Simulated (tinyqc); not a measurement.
Worked calculation (part 3 of 3): UHF in the sto-3g basis, for BH, spin multiplicity 3. Computed by tinyqc, a small Python program that keeps every step (integrals from PySCF). Command: `OMP_NUM_THREADS=1 python tinyqc.py 20342 20343 out.jsonl` (the two numbers bound the seeds that draw the settings). One thread of a shared host (Intel(R) Xeon(R) Processor @ 2.60GHz), about 0.1 s of CPU time with the checks.

Geometry (angstrom):
```
atom         x         y         z
B     0.000000  0.000000  0.000000
H     0.000000  0.000000  2.207000
```

## Iteration 56 (converged): orbitals

converged F(alpha) (hartree), order 1B 1s, 1B 2s, 1B 2px, 1B 2py, 1B 2pz, 2H 1s:
$$\begin{pmatrix}
-7.270496 & -2.139684 & 0.000000 & 0.000000 & 0.000519 & -0.053663 \\
-2.139684 & -1.026978 & 0.000000 & 0.000000 & 0.100256 & -0.122182 \\
0.000000 & 0.000000 & -0.172844 & -0.122087 & 0.000000 & 0.000000 \\
0.000000 & 0.000000 & -0.122087 & 0.254155 & 0.000000 & 0.000000 \\
0.000519 & 0.100256 & 0.000000 & 0.000000 & 0.245772 & -0.134122 \\
-0.053663 & -0.122182 & 0.000000 & 0.000000 & -0.134122 & -0.458518
\end{pmatrix}$$

converged F(beta) (hartree), order 1B 1s, 1B 2s, 1B 2px, 1B 2py, 1B 2pz, 2H 1s:
$$\begin{pmatrix}
-7.246785 & -2.109870 & 0.000000 & 0.000000 & 0.000607 & -0.051336 \\
-2.109870 & -0.882808 & 0.000000 & 0.000000 & -0.115313 & -0.125606 \\
0.000000 & 0.000000 & 0.383694 & 0.015701 & 0.000000 & 0.000000 \\
0.000000 & 0.000000 & 0.015701 & 0.328779 & 0.000000 & 0.000000 \\
0.000607 & -0.115313 & 0.000000 & 0.000000 & 0.304782 & -0.065307 \\
-0.051336 & -0.125606 & 0.000000 & 0.000000 & -0.065307 & 0.263288
\end{pmatrix}$$

X, order 1B 1s, 1B 2s, 1B 2px, 1B 2py, 1B 2pz, 2H 1s:
$$\begin{pmatrix}
1.028919 & -0.142135 & 0.000000 & 0.000000 & -0.001278 & 0.009345 \\
-0.142135 & 1.034467 & 0.000000 & 0.000000 & 0.007405 & -0.062064 \\
0.000000 & 0.000000 & 1.000000 & 0.000000 & 0.000000 & 0.000000 \\
0.000000 & 0.000000 & 0.000000 & 1.000000 & 0.000000 & 0.000000 \\
-0.001278 & 0.007405 & 0.000000 & 0.000000 & 1.009563 & -0.080675 \\
0.009345 & -0.062064 & 0.000000 & 0.000000 & -0.080675 & 1.015006
\end{pmatrix}$$

Diagonalise F' = X^T F X, C = X C', fill 4 alpha and 2 beta electrons from the bottom; D(s) = C_occ C_occ^T. Each column has its largest component positive (the first on a tie).

F' = X^T F X (alpha) (hartree):
$$\begin{pmatrix}
-7.092702 & -1.105142 & 0.000000 & 0.000000 & -0.018104 & 0.019225 \\
-1.105142 & -0.602013 & 0.000000 & 0.000000 & 0.118187 & -0.066305 \\
0.000000 & 0.000000 & -0.172844 & -0.122087 & 0.000000 & 0.000000 \\
0.000000 & 0.000000 & -0.122087 & 0.254155 & 0.000000 & 0.000000 \\
-0.018104 & 0.118187 & 0.000000 & 0.000000 & 0.270963 & -0.128297 \\
0.019225 & -0.066305 & 0.000000 & 0.000000 & -0.128297 & -0.435548
\end{pmatrix}$$

orbital energies (alpha) (hartree): MO1 -7.275720, MO2 -0.496831, MO3 -0.403224, MO4 -0.205287, MO5 0.286597, MO6 0.316475

coefficients C (alpha), order 1B 1s, 1B 2s, 1B 2px, 1B 2py, 1B 2pz, 2H 1s:
$$\begin{pmatrix}
0.991865 & -0.187364 & -0.238442 & 0.000000 & 0.000000 & -0.056652 \\
0.028841 & 0.614045 & 0.822345 & 0.000000 & 0.000000 & 0.200245 \\
0.000000 & 0.000000 & 0.000000 & 0.966460 & -0.256817 & 0.000000 \\
0.000000 & 0.000000 & 0.000000 & 0.256817 & 0.966460 & 0.000000 \\
-0.000169 & -0.026886 & -0.197027 & 0.000000 & 0.000000 & 0.993096 \\
-0.002113 & 0.742098 & -0.644654 & 0.000000 & 0.000000 & -0.272750
\end{pmatrix}$$

F' = X^T F X (beta) (hartree):
$$\begin{pmatrix}
-7.073371 & -1.097583 & 0.000000 & 0.000000 & 0.012775 & 0.025924 \\
-1.097583 & -0.456123 & 0.000000 & 0.000000 & -0.105915 & -0.105540 \\
0.000000 & 0.000000 & 0.383694 & 0.015701 & 0.000000 & 0.000000 \\
0.000000 & 0.000000 & 0.015701 & 0.328779 & 0.000000 & 0.000000 \\
0.012775 & -0.105915 & 0.000000 & 0.000000 & 0.321384 & -0.107717 \\
0.025924 & -0.105540 & 0.000000 & 0.000000 & -0.107717 & 0.296038
\end{pmatrix}$$

orbital energies (beta) (hartree): MO1 -7.250686, MO2 -0.322935, MO3 0.244266, MO4 0.324607, MO5 0.387866, MO6 0.417281

coefficients C (beta), order 1B 1s, 1B 2s, 1B 2px, 1B 2py, 1B 2pz, 2H 1s:
$$\begin{pmatrix}
0.993075 & -0.290558 & 0.091236 & 0.000000 & 0.000000 & -0.004314 \\
0.024717 & 0.991426 & -0.331089 & 0.000000 & 0.000000 & 0.032790 \\
0.000000 & 0.000000 & 0.000000 & -0.256817 & 0.966460 & 0.000000 \\
0.000000 & 0.000000 & 0.000000 & 0.966460 & 0.256817 & 0.000000 \\
0.000566 & 0.185379 & 0.574317 & 0.000000 & 0.000000 & 0.813374 \\
-0.001886 & 0.128796 & 0.703483 & 0.000000 & 0.000000 & -0.727465
\end{pmatrix}$$

D(alpha) after iteration 56, order 1B 1s, 1B 2s, 1B 2px, 1B 2py, 1B 2pz, 2H 1s:
$$\begin{pmatrix}
1.075756 & -0.282525 & 0.000000 & 0.000000 & 0.051850 & 0.012574 \\
-0.282525 & 1.054134 & 0.000000 & 0.000000 & -0.178538 & -0.074507 \\
0.000000 & 0.000000 & 0.934045 & 0.248203 & 0.000000 & 0.000000 \\
0.000000 & 0.000000 & 0.248203 & 0.065955 & 0.000000 & 0.000000 \\
0.051850 & -0.178538 & 0.000000 & 0.000000 & 0.039542 & 0.107063 \\
0.012574 & -0.074507 & 0.000000 & 0.000000 & 0.107063 & 0.966293
\end{pmatrix}$$

D(beta) after iteration 56, order 1B 1s, 1B 2s, 1B 2px, 1B 2py, 1B 2pz, 2H 1s:
$$\begin{pmatrix}
1.070623 & -0.263521 & 0.000000 & 0.000000 & -0.053301 & -0.039296 \\
-0.263521 & 0.983537 & 0.000000 & 0.000000 & 0.183803 & 0.127645 \\
0.000000 & 0.000000 & 0.000000 & 0.000000 & 0.000000 & 0.000000 \\
0.000000 & 0.000000 & 0.000000 & 0.000000 & 0.000000 & 0.000000 \\
-0.053301 & 0.183803 & 0.000000 & 0.000000 & 0.034366 & 0.023875 \\
-0.039296 & 0.127645 & 0.000000 & 0.000000 & 0.023875 & 0.016592
\end{pmatrix}$$

## Convergence

Stop when the energy changes by less than 1e-09 hartree and every element of the error matrix X^T (F D S - S D F) X (for each spin) is below 9e-06.

Course of the cycle:
```
iteration   E (hartree)     change  largest element of the error matrix
1           -7.78674504          -                             1.39e-01
2          -23.55364751  -1.58e+01                             2.62e-01
3          -24.26006094  -7.06e-01                             1.26e-01
4          -24.48772701  -2.28e-01                             1.36e-01
5          -24.53566833  -4.79e-02                             6.37e-02
6          -24.55779417  -2.21e-02                             6.01e-02
7          -24.58333576  -2.55e-02                             5.57e-02
8          -24.60394853  -2.06e-02                             4.24e-02
9          -24.61411209  -1.02e-02                             2.63e-02
10         -24.61768744  -3.58e-03                             1.45e-02
11         -24.61881539  -1.13e-03                             7.52e-03
12         -24.61921908  -4.04e-04                             4.85e-03
13         -24.61940889  -1.90e-04                             4.22e-03
14         -24.61952168  -1.13e-04                             3.63e-03
...                 ...        ...                                  ...
43         -24.61979588  -2.20e-08                             5.52e-05
44         -24.61979590  -1.67e-08                             4.81e-05
45         -24.61979591  -1.26e-08                             4.19e-05
46         -24.61979592  -9.58e-09                             3.65e-05
47         -24.61979593  -7.27e-09                             3.18e-05
48         -24.61979593  -5.52e-09                             2.77e-05
49         -24.61979594  -4.19e-09                             2.41e-05
50         -24.61979594  -3.18e-09                             2.10e-05
51         -24.61979594  -2.41e-09                             1.83e-05
52         -24.61979594  -1.83e-09                             1.59e-05
53         -24.61979595  -1.39e-09                             1.39e-05
54         -24.61979595  -1.05e-09                             1.21e-05
55         -24.61979595  -8.00e-10                             1.05e-05
56         -24.61979595  -6.07e-10                             9.18e-06
```

PySCF UHF in the same basis, after a stability check = -24.61979595 hartree

Converged in 56 iterations.

## Populations, bond orders and dipole

overlap S, order 1B 1s, 1B 2s, 1B 2px, 1B 2py, 1B 2pz, 2H 1s:
$$\begin{pmatrix}
1.000000 & 0.269328 & 0.000000 & 0.000000 & 0.000000 & 0.006487 \\
0.269328 & 1.000000 & 0.000000 & 0.000000 & 0.000000 & 0.116823 \\
0.000000 & 0.000000 & 1.000000 & 0.000000 & 0.000000 & 0.000000 \\
0.000000 & 0.000000 & 0.000000 & 1.000000 & 0.000000 & 0.000000 \\
0.000000 & 0.000000 & 0.000000 & 0.000000 & 1.000000 & 0.157400 \\
0.006487 & 0.116823 & 0.000000 & 0.000000 & 0.157400 & 1.000000
\end{pmatrix}$$

Mulliken: Z minus the diagonal of D S on the atom; Loewdin: the same with S^(1/2) D S^(1/2); Mayer order: 2 sum_s sum (D(s) S)_ij (D(s) S)_ji over the two atoms.

Charges (e):
```
atom   Mulliken    Loewdin  Mulliken spin
1B     0.009529   0.007870       1.060485
2H    -0.009529  -0.007870       0.939515
```

Mayer bond orders:
```
pair     order
2-1   0.117220
```

dipole moment about the origin, x y z (debye): [0.000000, 0.000000, -0.201520]

<S^2> of the determinant (pure state: 2) = 2.100631
